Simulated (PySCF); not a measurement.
# The bond of MgP, level by level

What are the lowest state that PBE0 finds, the bond length, vibrational wavenumber and bond energy of MgP, and how much do these hang on the method?

Computed with PySCF 2.14.0. Level: Mg cc-pVDZ, P cc-pV(D+d)Z, no relativity.

## (1) Set-up

A driver script around PySCF takes these settings:

```yaml
atoms: Mg, P
charge: 0
basis: Mg cc-pVDZ, P cc-pV(D+d)Z
Hamiltonian: no relativity
basis_functions: 41
electrons_treated: 27
masses_in_u: 23.9850, 30.9738
levels: PBE0, PBE, r²SCAN, M06, revPBE, MN15, HF, MP2, SCS-MP2, CCSD, CCSD(T)
grid: 80 radial by 434 angular points
occupations: held fixed by the projection of orbital angular momentum
dissociation_limit: Mg + P, each in its ground configuration
starting_distance_in_angstrom: 2.420
values_of_2S_to_try: 1, 3
```

The run is started by

```console
$ OMP_NUM_THREADS=1 python dia.py task.json out
```

The runs that follow: The PBE0 curve of the state that the search chose; Excited determinants; PBE (GGA); r²SCAN; M06; revPBE; MN15 (hybrid meta-GGA); UHF; Correlated methods on the Hartree–Fock reference.

Q: Predict the outcome of this session. Wanted: for each run, Re; ωe; De; μ.

As calculated:

Lowest PBE0 solution found, without spin–orbit coupling: ⁴Σ⁻ (quartet), unpaired electrons σ ↑, π ↑↑. State 2 has its PBE0 minimum 0.17 eV higher, as a spin-mixed determinant (⟨S²⟩ = 1.76), so this is no gap between pure states. State 3 has its PBE0 minimum 0.43 eV higher, as a spin-mixed determinant (⟨S²⟩ = 1.76), so this is no gap between pure states. State 4 has its PBE0 minimum 0.44 eV higher. The other levels ran on the lowest alone.

| level | Re (Å) | ωe (cm⁻¹) | De (eV) | μ (D) |
| --- | --- | --- | --- | --- |
| UHF | 2.554 | 300 | 0.212 | -2.35 |
| UHF-MP2 | 2.555 | 306 | 0.328 | n/a |
| UHF-SCS-MP2 | 2.568 | 297.3 | 0.246 | n/a |
| UHF-CCSD | 2.596 | 259.1 | 0.183 | n/a |
| UHF-CCSD(T) | 2.597 | 265.7 | 0.250 | n/a |
| PBE | 2.576 | 290.0 | 0.87 | -1.42 |
| revPBE | 2.590 | 285.8 | 0.79 | -1.51 |
| r²SCAN | 2.558 | 303 | 0.92 | -1.80 |
| PBE0 | 2.550 | 304 | 0.80 | -1.72 |
| M06 | 2.565 | 287.2 | 0.80 | -1.34 |
| MN15 | 2.597 | 257.5 | 0.51 | -1.31 |

De is counted to Mg + P in their ground configurations. A positive dipole means Mg(−)P(+).

The methods spread over 0.047 Å in bond length, from PBE0 to MN15. CCSD(T) can't serve as the judge here: for a weak bond in this basis it is far from its limit. Of the levels with a De here, UHF-CCSD gives the least (0.183 eV) and r²SCAN the most (0.92 eV).

Correlated steps freeze 6 core orbitals.
